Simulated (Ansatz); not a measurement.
```yaml
crystal:
  periodic: [false, false, false]
  atoms:
    - {symbol: N, position_ang: [-1.246534, -0.370478, 0.415359]}
    - {symbol: C, position_ang: [0.017160, 0.032241, -0.041880]}
    - {symbol: N, position_ang: [1.077996, -0.607364, 0.616681]}
    - {symbol: C, position_ang: [0.190552, 0.923875, -0.996332]}
    - {symbol: S, position_ang: [0.396231, 1.981664, -2.128788]}
    - {symbol: H, position_ang: [-2.001177, 0.167817, 0.016347]}
    - {symbol: H, position_ang: [-1.398397, -1.363283, 0.276267]}
    - {symbol: H, position_ang: [1.074320, -0.414399, 1.612079]}
    - {symbol: H, position_ang: [1.978550, -0.396274, 0.213067]}
basis:
  gaussian: {orbitals: def2-mTZVP}
hamiltonian: {xc: {name: HF}}
correlation: {method: ccsd_t, electrons: all}
accuracy: high
```

```sh
$ ansatz run in.yaml --threads 2 --pin off --events-out ev --progress --plain --max-ram 4352MiB
```

It prints (some lines left out):

```
Functional definition: HF
2191 factors; integrals over basis functions are off by at most 7.5e-9 eV
mean field evaluation 1: about -15901.1481 eV, gradient 3.7e1 eV
mean field evaluation 2: about -15901.1530 eV, gradient 3.7e1 eV
mean field evaluation 4: about -15904.4382 eV, gradient 4.4e0 eV
mean field evaluation 8: about -15904.5133 eV, gradient 1.8e-1 eV
mean field -15904.51385136 eV, -584.4801035707 hartree, gradient 6.1e-8 eV, S^2 0.000000; 0 other end points of the search recorded, 0 dependent functions left out; unrestricted orbitals would lower it
reference -15904.51385136 eV, -584.4801035707 hartree; 23, 23 occupied and 87, 87 virtual orbitals, 2191 factors
second order -22.65111827 eV of doubles, -0.00000000 eV of singles
cycle   1  -22.80244901 eV  change   -1.5e-1 eV  update   1.3e-1
cycle   2  -23.41402026 eV  change   -6.1e-1 eV  update   4.3e-2
cycle   3  -23.60540675 eV  change   -1.9e-1 eV  update   2.5e-2
cycle   4  -23.59471818 eV  change    1.1e-2 eV  update   7.5e-3
cycle   5  -23.59305319 eV  change    1.7e-3 eV  update   4.0e-3
cycle   6  -23.59398046 eV  change   -9.3e-4 eV  update   2.1e-3
cycle   7  -23.59307373 eV  change    9.1e-4 eV  update   1.6e-3
cycle   8  -23.59326757 eV  change   -1.9e-4 eV  update   1.0e-3
cycle   9  -23.59399678 eV  change   -7.3e-4 eV  update   5.0e-4
cycle  10  -23.59375057 eV  change    2.5e-4 eV  update   1.9e-4
cycle  11  -23.59383813 eV  change   -8.8e-5 eV  update   8.7e-5
cycle  12  -23.59386334 eV  change   -2.5e-5 eV  update   4.1e-5
cycle  13  -23.59386955 eV  change   -6.2e-6 eV  update   1.8e-5
cycle  14  -23.59387623 eV  change   -6.7e-6 eV  update   8.3e-6
cycle  15  -23.59387327 eV  change    3.0e-6 eV  update   3.1e-6
cycle  16  -23.59387185 eV  change    1.4e-6 eV  update   1.4e-6
cycle  17  -23.59387127 eV  change    5.8e-7 eV  update   5.9e-7
cycle  18  -23.59387116 eV  change    1.2e-7 eV  update   2.6e-7
cycle  19  -23.59387120 eV  change   -4.3e-8 eV  update   1.3e-7
cycle  20  -23.59387126 eV  change   -6.4e-8 eV  update   8.0e-8
cycle  21  -23.59387129 eV  change   -2.3e-8 eV  update   5.7e-8
cycle  22  -23.59387131 eV  change   -2.3e-8 eV  update   4.5e-8
cycle  23  -23.59387156 eV  change   -2.5e-7 eV  update   2.2e-7
cycle  24  -23.59387159 eV  change   -2.7e-8 eV  update   7.8e-8
cycle  25  -23.59387153 eV  change    5.9e-8 eV  update   3.0e-8
cycle  26  -23.59387153 eV  change  -1.2e-10 eV  update   1.4e-8
cycle  27  -23.59387152 eV  change    9.0e-9 eV  update   9.0e-9
cycle  28  -23.59387152 eV  change   -2.4e-9 eV  update   6.1e-9
cycle  29  -23.59387152 eV  change   -2.8e-9 eV  update   3.1e-9
perturbative correction -0.93136838 eV, -0.0342271566 hartree
Total energy: -15929.03909126 eV, -585.3813895133 hartree
```

Hardware: 2 threads of an Arm Neoverse V1 on a shared host. Wall time 110 s, peak host memory 1.2 GiB.
